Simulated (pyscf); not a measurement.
Multi-bond step: `[NH2][BH][Cl]` + `[BH2][Cl]` → `[NH3]` + `[BH2][B]([Cl])[Cl]`

Gas phase, singlet surface, charge 0. Bonds broken: N1–B2, B2–H8, Cl3–B7. Bonds formed: N1–H8, B2–Cl3, B2–B7. Single points on ωB97X-D3(BJ)/def2-SVP structures (PySCF, gas phase).

Transition state (Å):

```xyz
10

N      0.8969     0.6565     0.0852
B     -0.4821     0.9549    -0.5866
Cl    -0.7436     2.8419    -0.7237
Cl    -0.9106    -0.0419    -2.0067
H      1.2950    -0.2497    -0.1456
H      1.5874     1.4023     0.0985
B     -1.6383     1.4714     0.6121
H     -0.2311     0.7308     0.7717
H     -1.3602     1.8635     1.7253
H     -2.7902     1.3320     0.2966
```

One imaginary mode, 1590i cm⁻¹; descent along it reached the two sides named, in the forms told below.

```tsv
bond	change	reactant side (Å)	saddle	product side
N1–B2	breaks	1.382	1.563	1.623
B2–H8	breaks	1.238	1.399	2.193
Cl3–B7	breaks	1.800	2.113	2.578
N1–H8	forms	2.273	1.323	1.023
B2–Cl3	forms	2.9	1.910	1.884
B2–B7	forms	2.374	1.744	1.684
```

Electronic energies relative to the separated reactants (kcal/mol):

| level | barrier | reaction energy | reverse barrier |
|---|---|---|---|
| ωB97X-D3(BJ)/def2-TZVP | 48.9 | +36.6 | 12.3 |
| PBE/def2-TZVP | 41.4 | +36.5 | 4.9 |
| r²SCAN/def2-TZVP | 44.5 | +37.2 | 7.3 |
| B3LYP-D3(BJ)/def2-TZVP | 52.4 | +37.9 | 14.5 |
| PBE0-D3(BJ)/def2-TZVP | 42.6 | +36.8 | 5.8 |
| M06-2X/def2-TZVP | 50.8 | +39.7 | 11.1 |
| ωB97M-D3(BJ)/def2-TZVP | 50.7 | +38.8 | 11.9 |
| HF/def2-TZVP | 82.2 | +39.9 | 42.3 |

With ωB97M-D3(BJ)/def2-TZVP energies and thermal terms (ideal gas, 1 atm, RRHO with modes under 100 cm⁻¹ raised to 100, one conformer, R ln 2 for chiral ones without a mode under 150 cm⁻¹), in kcal/mol:

```
T (K)   ΔH‡   ΔG‡     ΔH     ΔG
-----  ----  ----  -----  -----
298    49.6  61.5  +38.5  +38.7
600    50.3  73.3  +39.1  +38.6
900    51.1  84.6  +39.3  +38.3
1200   51.9  95.6  +39.3  +37.9
```

On the product side the descent ends in an adduct with a B–N contact, 25.8 kcal/mol under the separated species and 38.1 kcal/mol under the saddle at ωB97X-D3(BJ)/def2-TZVP. What is counted as broken (B–N) persists as a longer contact in the product adduct; parting that adduct is a step of its own. This saddle turned up in a search for another step; its sides and bond changes are read from the two ends of the descent. One saddle was located; it need not be the lowest between these sides.
